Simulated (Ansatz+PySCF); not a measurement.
The numbers below are computed, except where a source is named.
Input for Ansatz (development build ahead of 0.2.0):

```yaml
crystal:
  periodic: [false, false, false]
  atoms:
    - { symbol: H, position_ang: [0.0, 0.0, -1.44884] }
    - { symbol: C, position_ang: [0.0, 0.0, -0.45441] }
    - { symbol: C, position_ang: [0.0, 0.0, 0.69588] }
basis:
  gaussian: { orbitals: def2-SVP }
total_charge: -1
hamiltonian:
  xc: hf
scf:
  omitted_lower_state_checks: [stability, starts, atomic_configurations, cluster_reference, orbital_swaps, given_window_search, neighbouring_geometries, increment]
```

The input is written out in the form of the current development build from the run's settings.

Output:

| Item | Value |
| --- | --- |
| Converged | yes |
| Total energy | -76.11333 hartree |
| Spin squared of the determinant | 0.000 |
| Occupied orbitals by symmetry in an Abelian subgroup (alpha; beta) | 5 A1 1 B1 1 B2; 5 A1 1 B1 1 B2 |

Caution: no diffuse functions for an anion.
